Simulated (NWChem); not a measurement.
**Worked example: ideal-gas entropy of CH2FN (SMILES [H]/N=C/F)**

A singlet with charge 0, relaxed at BP86/MIDI! (NWChem 7.3.0):

```xyz
5

N    -0.3272   -1.1280    0.0000
C     0.3838   -0.0775    0.0000
F    -0.2012    1.1432    0.0000
H     0.3111   -1.9560    0.0000
H     1.4870    0.0283    0.0000
```

Harmonic wavenumbers in cm⁻¹: 603, 831, 1015, 1041, 1263, 1389, 1696, 2973, 3220.

Masses in u: N 14.007, C 12.011, F 18.998, H 1.008. Take T = 298.15 K, p = 1 bar, R = 8.3145 J/(mol K), kT/hc = 207.22 cm⁻¹, rigid rotor and harmonic oscillator.

Problem. Work out S° at 298 K.

Solution. 
1. Translation (Sackur–Tetrode): S = R[3/2 ln M + 5/2 ln T − 1.1517] with M = 47.032 gives 156.9 J/(mol K).
2. Rotation: principal moments 6.281, 46.383, 52.664 u Å² give A, B, C = 2.684, 0.3634, 0.3201 cm⁻¹; the symmetry number is σ = 1; q = (√π/σ)√((kT/hc)³/ABC) = 9462; S = R(ln q + 3/2) = 88.6.
3. Vibration: with u = ν̃/207.22, each mode gives R[u/(eᵘ − 1) − ln(1 − e⁻ᵘ)]; the sum is 3.6, most from 603 cm⁻¹ (1.9), 831 cm⁻¹ (0.8), 1015 cm⁻¹ (0.4).
4. Electronic: R ln 1 = 0.0, from the spin multiplicity alone.
5. Sum: 156.9 + 88.6 + 3.6 + 0.0 = 249.1 J/(mol K).

No measured value is set beside it here.
